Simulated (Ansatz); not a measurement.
# CH₄ClSi radical: basis-set convergence

Aim: see how fast density functionals and correlated methods converge with the basis set for CH₄ClSi radical.

Program: Ansatz 0.2.0, Gaussian basis. Level of theory: one geometry, several basis sets. These are calculated values, not measurements.

Levels to be run: PBE0-D4/def2-SVP; ωB97M-V/def2-SVP; PBE0-D4/def2-QZVPP; ωB97M-V/def2-QZVPP; CCSD(T)/cc-pV(D+d)Z; CCSD(T)/cc-pV(T+d)Z; CCSD(T)/cc-pV(Q+d)Z; the functionals' def2-TZVPP values are taken from earlier runs.

### 1 The relaxed structure

All runs share one geometry, relaxed beforehand with PBE0-D4 in a triple-zeta def2 set.

7 atoms, charge 0, spin multiplicity 2.

Atoms are counted from 1 here; the program's logs count them from 0.

Bond lengths: C1–Si2 1.866 Å, C1–H4 1.093 Å, C1–H5 1.094 Å, C1–H6 1.091 Å, Si2–Cl3 2.064 Å, Si2–H7 1.491 Å. Angles: Si2–C1–H4 109.9°, Si2–C1–H5 110.0°, Si2–C1–H6 110.9°, H4–C1–H5 108.7°, H4–C1–H6 108.7°, H5–C1–H6 108.6°, C1–Si2–Cl3 109.5°, C1–Si2–H7 111.8°, Cl3–Si2–H7 107.0°.

Coordinates:

```xyz
7

C    -0.63683    0.46329   -0.32904
Si    1.00383   -0.39330   -0.08758
Cl    0.68517   -2.30294    0.62761
H    -0.47527    1.48449   -0.68276
H    -1.18203    0.50301    0.61843
H    -1.24923   -0.06661   -1.06032
H     1.85435    0.31207    0.91365
```

### 2 PBE0-D4 in def2-SVP

Contents of in.yaml:

```yaml
crystal:
  periodic: [false, false, false]
  atoms:
    - {symbol: C, position_ang: [-0.636827, 0.463291, -0.329036]}
    - {symbol: Si, position_ang: [1.003834, -0.393299, -0.087580]}
    - {symbol: Cl, position_ang: [0.685172, -2.302944, 0.627611]}
    - {symbol: H, position_ang: [-0.475273, 1.484489, -0.682755]}
    - {symbol: H, position_ang: [-1.182032, 0.503009, 0.618430]}
    - {symbol: H, position_ang: [-1.249234, -0.066613, -1.060325]}
    - {symbol: H, position_ang: [1.854351, 0.312068, 0.913655]}
basis:
  gaussian: {orbitals: def2-SVP}
magnetization: {spin_polarized: true, initial_magnetization: 1}
hamiltonian: {xc: pbe0, dispersion: d4}
output: {orbitals: {seedname: orbitals}}
```

Command:

```
$ ansatz run in.yaml --threads 2 --pin off --events-out ev --progress --plain --max-ram 22528MiB --backend cpu
```

Further steps of the session: ωB97M-V in def2-SVP; PBE0-D4 in def2-QZVPP; ωB97M-V in def2-QZVPP; CCSD(T) in cc-pV(D+d)Z; CCSD(T) in cc-pV(T+d)Z; CCSD(T) in cc-pV(Q+d)Z.

Before running them: what should the planned runs give, taken together? Wanted: MP2 correlation recovered, cc-pV(D+d)Z; MP2 correlation recovered, cc-pV(T+d)Z; MP2 correlation recovered, cc-pV(Q+d)Z; CCSD(T) limit from def2 sets; PBE0-D4: double and triple zeta above quadruple; ωB97M-V: double and triple zeta above quadruple.

**Answer**, as computed:

| quantity | value |
| --- | --- |
| MP2 correlation recovered, cc-pV(D+d)Z | 68.0 % |
| MP2 correlation recovered, cc-pV(T+d)Z | 87.6 % |
| MP2 correlation recovered, cc-pV(Q+d)Z | 94.8 % |
| CCSD(T) limit from def2 sets (earlier runs) less the limit of this series | -91 meV |
| PBE0-D4: double and triple zeta above quadruple | 9.09, 0.70 eV |
| ωB97M-V: double and triple zeta above quadruple | 9.11, 0.67 eV |

For PBE0-D4 the step from double to triple zeta gains 8.38 eV and the next only 0.70 eV. In cc-pV(D+d)Z MP2 holds 68 % of its limit, in cc-pV(Q+d)Z 95 %, while Hartree-Fock is within 0.078 eV in the largest set. A limit from the def2 sets, made apart, differs by 91 meV, a least measure of the doubt on such a limit. Total energies overstate the basis error of differences, where much of it tends to cancel.
